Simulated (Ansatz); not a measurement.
A structure drawn as `FCOCS`, with this starting geometry:

```xyz
10

F    -0.238    0.719   -1.840
C     0.901    0.755   -1.077
O     0.473    0.725    0.243
C    -0.422   -0.329    0.581
S    -0.739   -0.549    2.285
H     1.468    1.690   -1.262
H     1.536   -0.095   -1.263
H     0.029   -1.270    0.182
H    -1.381   -0.127   -0.007
H    -1.627   -1.519    2.159
```

Total charge 0; spin multiplicity 1.

Does it keep its bonds when Ansatz relaxes it at PBE-D4/def2-SVP and then PBE0-D4/def2-TZVP?

Yes, every drawn bond is still there and no new one forms.

Give the relaxed structure. (Best estimate.)

The calculation gave: 
Z-matrix (Å, degrees):
```
C
O 1 1.367
F 1 1.382 2 111.3
H 1 1.099 2 112.0 3 -119.0
H 1 1.091 2 107.4 3 117.9
C 2 1.414 1 113.7 3 70.5
S 6 1.788 2 111.0 1 169.1
H 6 1.097 2 110.2 1 52.1
H 6 1.091 2 110.6 1 -68.2
H 7 1.342 6 96.4 2 74.9
```
All modes are real.

Atoms count as bonded under 1.1 times the sum of their covalent radii (H–H under 0.85 Å, pairs among N, O and F under 1.55 Å), and a drawn bond as lost past 1.3 times.
